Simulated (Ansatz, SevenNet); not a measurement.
**Elastic constant C44 of zinc-blende InSb: levels of theory against measurement**

Reference value: 31.3 GPa (measured, low temperature, and its 300 K set is 66.7, 36.5, 30.2 (Ioffe); as tabulated in Buckeridge et al. (2019), arXiv:1907.13063).

```tsv
level (code)	value (GPa)	cell (Å³/atom)	difference (%)
SevenNet-0	15.2	36.51	-51
SevenNet-l3i5	14.6	36.67	-53
LDA (Ansatz)	29.6	33.54	-5.4
PBE (Ansatz)	25.6	36.51	-18.2
PBEsol (Ansatz)	27.6	34.63	-11.8
```

Of the ranked levels LDA (-5.4 %) comes nearest. Farthest off among them: SevenNet-l3i5 (-53 %). All 5 levels lie below the reference.

The reference isn't brought to a static lattice, while the calculations are for one, so the differences are not the levels' errors alone.  LDA, PBE, PBEsol: the solid has no gap at this level, which affects its response. Each level is taken at its own relaxed cell. Ansatz's density-functional and Hartree–Fock values are scalar-relativistic unless marked +SOC, with PAW data made under PBE.

Machine-learned potentials (SevenNet-0, SevenNet-l3i5) are trained on DFT data: a solid inside that data is no test of them.

Differences are worked out from the printed values.

Ansatz is a program for electronic structure.
